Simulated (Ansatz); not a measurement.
## Ansatz (development build ahead of 0.2.0) run

```yaml
crystal:
  periodic: [false, false, false]
  atoms:
    - { symbol: C, position_ang: [0.02158, -0.04509, -0.00106] }
    - { symbol: C, position_ang: [-0.01979, 0.039, 1.54423] }
    - { symbol: O, position_ang: [-0.02042, 1.33418, -0.40427] }
    - { symbol: H, position_ang: [-0.86297, -0.50645, -0.42135] }
    - { symbol: H, position_ang: [0.84923, -0.48273, -0.38962] }
    - { symbol: H, position_ang: [0.03816, -1.01455, 1.91346] }
    - { symbol: H, position_ang: [0.85049, 0.54456, 1.88563] }
    - { symbol: H, position_ang: [-0.8451, 0.51733, 1.90592] }
    - { symbol: H, position_ang: [-0.0008, 1.42402, -1.37498] }
basis:
  gaussian: { orbitals: def2-SVP }
hamiltonian:
  xc: hf
```

The input is written out in the form of the current development build from the run's settings.

Results

- Converged: yes
- Total energy: -153.95132 hartree
- Spin squared of the determinant: 0.000
